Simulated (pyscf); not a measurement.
Single points on ωB97X-D3(BJ)/def2-SVP structures (PySCF, gas phase).

Task: PBE/def2-TZVP puts the barrier of •H₂Si–O–SiH₃ (SMILES [SiH2]O[SiH3]) + F–CH₂–F (SMILES FCF) → H₃Si–O–SiH₃ (SMILES [SiH3]O[SiH3]) + F–CH•–F (SMILES F[CH]F) (hydrogen abstraction; doublet surface; C–H broken, H–Si formed) at 0.68 eV and the reaction energy at +0.50 eV, from the separated reactants. What do r²SCAN/def2-TZVP, M06-2X/def2-TZVP, ωB97M-D3(BJ)/def2-TZVP give on the same structures?

Result: r²SCAN: ΔE‡ = 0.69 eV, ΔE = +0.40 eV; M06-2X: ΔE‡ = 0.90 eV, ΔE = +0.51 eV; ωB97M-D3(BJ): ΔE‡ = 0.83 eV, ΔE = +0.41 eV. PBE's barrier matches one of them and lies within 0.22 eV of the others. Its reaction energy lies among theirs. This is the saddle that the search found; another between the same sides may lie lower. The angle at the transferred H is 152°.
